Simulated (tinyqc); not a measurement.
Worked calculation: coupled-perturbed Hartree-Fock on RHF in the sto-3g basis, for BH3, spin multiplicity 1. One step of it, computed by the program tinyqc.

Task: Coupled step 1. U_ai = -(mu_ai + sum_bj [4 (ai|bj) - (ab|ij) - (aj|bi)] U_bj) / (e_a - e_i); alpha = -4 sum U_ai mu_ai.

uncoupled U:
```
           i1         i2         i3         i4
a5  -0.015888  -0.905874   0.000000  -0.000148
a6   0.000303   0.001284   0.000000  -0.000019
a7   0.000000   0.000001   0.000000  -0.014032
a8   0.000000   0.000000  -0.014032   0.000000
```

dipole integrals <a|z|i> (bohr):
```
           i1         i2        i3        i4
a5   0.121666   0.815513  0.000000  0.000103
a6  -0.002449  -0.001706  0.000000  0.000022
a7   0.000003  -0.000001  0.000000  0.016744
a8   0.000000   0.000000  0.016744  0.000000
```

orbital energies (hartree): MO1 -7.417429, MO2 -0.659930, MO3 -0.457361, MO4 -0.457357, MO5 0.240320, MO6 0.668407, MO7 0.735919, MO8 0.735936

Two-electron integrals over orbitals (pq|rs), unique and non-zero (hartree):
```
(11|11) 2.885961    (21|11) -0.250211   (21|21) 0.033890    (22|11) 0.599837
(22|21) -0.008512   (22|22) 0.441818    (31|31) 0.007427    (32|31) 0.012746
(32|32) 0.120470    (33|11) 0.541238    (33|21) -0.003622   (33|22) 0.436636
(33|33) 0.489174    (41|11) -0.000028   (41|21) 2.74e-06    (41|22) -4.81e-06
(41|33) -0.004045   (41|41) 0.007426    (42|11) -3.80e-06   (42|21) -2.34e-06
(42|22) -0.000038   (42|33) -0.063550   (42|41) 0.012744    (42|42) 0.120441
(43|31) -0.004042   (43|32) -0.063539   (43|43) 0.049340    (44|11) 0.541218
(44|21) -0.003623   (44|22) 0.436595    (44|33) 0.390438    (44|41) 0.004046
(44|42) 0.063565    (44|44) 0.489190    (51|11) -0.005284   (51|21) 0.000655
(51|22) -0.000436   (51|33) -0.000222   (51|41) 9.45e-08    (51|42) 1.37e-08
(51|44) -0.000222   (51|51) 0.021914    (52|11) 0.002760    (52|21) -0.000219
(52|22) -0.000474   (52|33) -0.000339   (52|41) -1.53e-08   (52|42) 4.12e-08
(52|44) -0.000339   (52|51) 0.021285    (52|52) 0.069190    (53|31) 0.000081
(53|32) -0.000546   (53|43) 0.000545    (53|53) 0.017512    (54|11) 8.13e-07
(54|21) -4.64e-08   (54|22) 2.17e-07    (54|33) 0.000545    (54|41) 0.000081
(54|42) -0.000546   (54|44) -0.000545   (54|51) 2.57e-06    (54|52) 0.000006
(54|54) 0.017511    (55|11) 0.741896    (55|21) -0.009777   (55|22) 0.462246
(55|33) 0.432014    (55|41) -1.00e-06   (55|42) -2.81e-06   (55|44) 0.432002
(55|51) 0.000705    (55|52) 0.003654    (55|54) 7.84e-07    (55|55) 0.586801
(61|11) -0.276580   (61|21) 0.038411    (61|22) -0.008704   (61|33) -0.003483
(61|41) 0.000021    (61|42) 0.000025    (61|44) -0.003469   (61|51) 0.000332
(61|52) -0.000606   (61|54) 1.20e-07    (61|55) -0.007750   (61|61) 0.043677
(62|11) 0.216101    (62|21) -0.009430   (62|22) 0.042755    (62|33) 0.021423
(62|41) 0.000009    (62|42) 4.33e-06    (62|44) 0.021364    (62|51) -0.000588
(62|52) -0.000185   (62|54) 1.20e-06    (62|55) 0.108210    (62|61) -0.009442
(62|62) 0.070632    (63|31) 0.003328    (63|32) -0.043256   (63|43) 0.040779
(63|53) 0.000631    (63|63) 0.059584    (64|11) 0.000302    (64|21) -0.000009
(64|22) 0.000082    (64|33) 0.040894    (64|41) 0.003319    (64|42) -0.043384
(64|44) -0.040815   (64|51) -4.50e-08   (64|52) 1.97e-06    (64|54) 0.000632
(64|55) 0.000149    (64|61) 1.17e-07    (64|62) 0.000154    (64|64) 0.059749
(65|11) -0.002749   (65|21) -0.000080   (65|22) -0.001433   (65|33) -0.000642
(65|41) 3.85e-07    (65|42) 2.72e-06    (65|44) -0.000639   (65|51) 0.023634
(65|52) 0.065435    (65|54) 0.000030    (65|55) 0.000285    (65|61) -0.000546
(65|62) -0.002349   (65|64) -2.26e-06   (65|65) 0.067763    (66|11) 0.615969
(66|21) -0.011411   (66|22) 0.437245    (66|33) 0.435667    (66|41) 0.000033
(66|42) 0.000283    (66|44) 0.435968    (66|51) -0.001238   (66|52) -0.002585
(66|54) -2.17e-06   (66|55) 0.458193    (66|61) -0.011403   (66|62) 0.027500
(66|64) -0.000082   (66|65) -0.003255   (66|66) 0.453367    (71|11) 0.000372
(71|21) -0.000054   (71|22) 0.000006    (71|33) -0.005333   (71|41) 0.013038
(71|42) 0.019431    (71|44) 0.005346    (71|51) -4.50e-07   (71|52) 7.84e-07
(71|54) 0.000157    (71|55) 0.000010    (71|61) -0.000029   (71|62) 0.000029
(71|64) 0.006018    (71|65) 1.35e-06    (71|66) 0.000069    (71|71) 0.023117
(72|11) -0.000314   (72|21) 0.000012    (72|22) -0.000062   (72|33) 0.024237
(72|41) 0.007773    (72|42) -0.002562   (72|44) -0.024301   (72|51) 7.64e-07
(72|52) -7.92e-08   (72|54) 0.000863    (72|55) -0.000155   (72|61) 0.000030
(72|62) -0.000042   (72|64) 0.045734    (72|65) 3.37e-06    (72|66) -0.000063
(72|71) 0.013055    (72|72) 0.048586    (73|31) 0.003162    (73|32) 0.050781
(73|43) -0.023706   (73|53) -0.000459   (73|63) -0.030502   (73|73) 0.035806
(74|11) 0.203946    (74|21) -0.005427   (74|22) 0.047262    (74|33) 0.053294
(74|41) -0.003169   (74|42) -0.050658   (74|44) 0.006064    (74|51) 0.000018
(74|52) 0.001485    (74|54) 0.000458    (74|55) 0.098164    (74|61) -0.005039
(74|62) 0.067869    (74|64) 0.030548    (74|65) -0.000595   (74|66) 0.027388
(74|71) -0.005275   (74|72) 0.009341    (74|74) 0.104950    (75|11) 3.42e-06
(75|21) 6.84e-08    (75|22) 1.29e-06    (75|33) -0.000962   (75|41) 0.000290
(75|42) 0.001993    (75|44) 0.000965    (75|51) -0.000032   (75|52) -0.000091
(75|54) 0.016258    (75|55) -6.47e-07   (75|61) 1.36e-06    (75|62) 3.48e-06
(75|64) -0.000771   (75|65) -0.000065   (75|66) 0.000009    (75|71) 0.000482
(75|72) 0.000260    (75|74) -0.000845   (75|75) 0.020222    (76|11) 0.000070
(76|21) 8.11e-07    (76|22) -0.000010   (76|33) -0.057893   (76|41) 0.012945
(76|42) 0.108494    (76|44) 0.057955    (76|51) 1.45e-06    (76|52) 4.16e-06
(76|54) -0.000719   (76|55) 0.000016    (76|61) 0.000030    (76|62) 0.000018
(76|64) -0.046478   (76|65) 0.000006    (76|66) 0.000301    (76|71) 0.020624
(76|72) -0.008442   (76|74) -0.052500   (76|75) 0.001764    (76|76) 0.111140
(77|11) 0.680691    (77|21) -0.009772   (77|22) 0.456284    (77|33) 0.421032
(77|41) -0.000876   (77|42) 0.028062    (77|44) 0.486591    (77|51) -0.000154
(77|52) 0.000578    (77|54) -0.000562   (77|55) 0.476196    (77|61) -0.009234
(77|62) 0.046029    (77|64) -0.037011   (77|65) -0.000408   (77|66) 0.462706
(77|71) -0.002428   (77|72) -0.030886   (77|74) 0.043740    (77|75) 0.000327
(77|76) 0.029266    (77|77) 0.526324    (81|31) 0.013038    (81|32) 0.019432
(81|43) -0.005334   (81|53) 0.000157    (81|63) 0.006032    (81|73) 0.005268
(81|81) 0.023116    (82|31) 0.007772    (82|32) -0.002583   (82|43) 0.024276
(82|53) 0.000863    (82|63) 0.045716    (82|73) -0.009562   (82|81) 0.013053
(82|82) 0.048590    (83|11) 0.203935    (83|21) -0.005428   (83|22) 0.047227
(83|33) 0.006020    (83|41) 0.003166    (83|42) 0.050723    (83|44) 0.053348
(83|51) 0.000018    (83|52) 0.001485    (83|54) -0.000458   (83|55) 0.098155
(83|61) -0.005025   (83|62) 0.067850    (83|64) -0.030412   (83|65) -0.000592
(83|66) 0.027660    (83|71) 0.005284    (83|72) -0.009590   (83|74) 0.037422
(83|75) 0.000848    (83|76) 0.052635    (83|77) 0.065614    (83|83) 0.105030
(84|31) 0.003167    (84|32) 0.050725    (84|43) -0.023651   (84|53) -0.000458
(84|63) -0.030422   (84|73) 0.031959    (84|81) 0.005278    (84|82) -0.009496
(84|84) 0.035723    (85|31) 0.000290    (85|32) 0.001993    (85|43) -0.000963
(85|53) 0.016258    (85|63) -0.000769   (85|73) 0.000848    (85|81) 0.000482
(85|82) 0.000260    (85|84) 0.000847    (85|85) 0.020221    (86|31) 0.012947
(86|32) 0.108430    (86|43) -0.057807   (86|53) -0.000717   (86|63) -0.046236
(86|73) 0.052629    (86|81) 0.020629    (86|82) -0.008375   (86|84) 0.052568
(86|85) 0.001762    (86|86) 0.110980    (87|31) 0.000823    (87|32) -0.028507
(87|43) 0.033008    (87|53) 0.000565    (87|63) 0.037249    (87|73) -0.011224
(87|81) 0.002358    (87|82) 0.030858    (87|84) -0.011170   (87|85) -0.000333
(87|86) -0.029584   (87|87) 0.034572    (88|11) 0.680690    (88|21) -0.009772
(88|22) 0.456300    (88|33) 0.486747    (88|41) 0.000839    (88|42) -0.028361
(88|44) 0.420863    (88|51) -0.000154   (88|52) 0.000578    (88|54) 0.000564
(88|55) 0.476198    (88|61) -0.009228   (88|62) 0.046103    (88|64) 0.037299
(88|65) -0.000409   (88|66) 0.462550    (88|71) 0.002398    (88|72) 0.030776
(88|74) 0.065718    (88|75) -0.000331   (88|76) -0.029497   (88|77) 0.457576
(88|83) 0.043548    (88|88) 0.526484
```

Give: U after step 1; polarisability.

Result:

U after step 1:
```
        i1      i2      i3      i4
a5  -0.009  -1.161   0.000   0.000
a6   0.000   0.005   0.000   0.000
a7   0.000   0.000   0.000  -0.013
a8   0.000   0.000  -0.013   0.000
```

polarisability = 3.792 bohr^3
